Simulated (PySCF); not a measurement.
Dipole moment and polarisability of `C=CC(=C)C=O`

Species: C₅H₆O.
Numbering: `[CH2:1]=[CH:2][C:3](=[CH2:4])[CH:5]=[O:6]` (hydrogens: H7, H8 on C1; H9 on C2; H10, H11 on C4; H12 on C5)

Cartesian coordinates in Å at the GFN2-xTB level; atoms count from 1:
```
atom  x, y, z in Å
C1     1.573    1.031   -0.613
C2     0.571    0.199   -0.867
C3    -0.426   -0.305    0.071
C4    -1.392   -1.146   -0.329
C5    -0.405    0.096    1.495
O6    -1.194   -0.279    2.323
H7     1.770    1.447    0.360
H8     2.250    1.334   -1.394
H9     0.444   -0.172   -1.877
H10   -1.476   -1.485   -1.347
H11   -2.120   -1.507    0.378
H12    0.409    0.787    1.774
```

Level: wB97X-D/def2-SVPD (PySCF), static field, nuclei fixed, core orbitals frozen in the response. The polarisability tensor in these axes (au):

```
x   73.91 24.23 -3.84
y   24.23 60.02  3.42
z   -3.84  3.42 64.11
```

Problem. What are the eigenvalues, a third of the trace, and Δα (Δα² = ½Σ(αi − αj)² over the three pairs)?

Solution. Principal values 40.67, 65.16 and 92.20 au; mean 66.01 au = 9.78 Å³ = 10.88 × 10⁻⁴⁰ C²·m²/J; Δα = 44.64 au (68 % of the mean).

Problem. What is the dipole moment, and where does it point?

Solution. (1.30, 0.30, -2.54) D, 2.87 D in size, pointing from the negative to the positive side. Measured along this direction, the outermost atoms are O6 at the negative end and H8 at the positive end.

Problem. Give the principal axes and the span of the nuclei along them.

Solution. Largest value along (0.80, 0.60, -0.04), where the nuclei span 5.26 Å; middle along (-0.10, 0.19, 0.98), 4.24 Å; least along (-0.59, 0.78, -0.21), 0.01 Å. The response follows the extents in order.

Problem. Sum over states: ᾱ = Σ f/ω², ω in Eh. What share falls to these 8 lowest TDDFT singlets (eV, f)? 3.66, 0.0002; 4.94, 0.1509; 6.14, 0.0006; 6.29, 0.4412; 6.93, 0.1179; 7.21, 0.0002; 7.32, 0.0061; 7.88, 0.0305.

Solution. They add up to 15.11 au, 22.9 % of the 66.01 au; the largest single term is 8.24 au, from the state at 6.29 eV. Terms in order: 0.01, 4.58, 0.01, 8.24, 1.82, 0.00, 0.08, 0.36 au. Higher excitations give the rest. The strengths listed sum to 0.748.

Problem. Molar refractivity from α?

Solution. Lorentz–Lorenz: R = (4π/3)N_A α = 2.5225 cm³/(mol·Å³) × 9.78 Å³ = 24.7 cm³/mol, in the limit of long wavelengths.

Problem. What depolarisation ratio follows for Rayleigh scattering of linearly polarised light, taking the static tensor?

Solution. ρ = 3Δα²/(45ᾱ² + 4Δα²) = 5979.0/(196096 + 7971.9) = 0.0293.

Problem. Refractivity n − 1 of an ideal gas of it at 273.15 K and 1 atm, from the electronic α?

Solution. N = p/kT = 2.6868 × 10¹⁹ cm⁻³, so n − 1 = 2π × N × 9.78 × 10⁻²⁴ cm³ = 1651 × 10⁻⁶ at long wavelengths.

Isolated species at its GFN2-xTB geometry (one conformer only).

wB97X-D is run here without its empirical dispersion term; that term would change no orbital, density or response property at a fixed geometry.
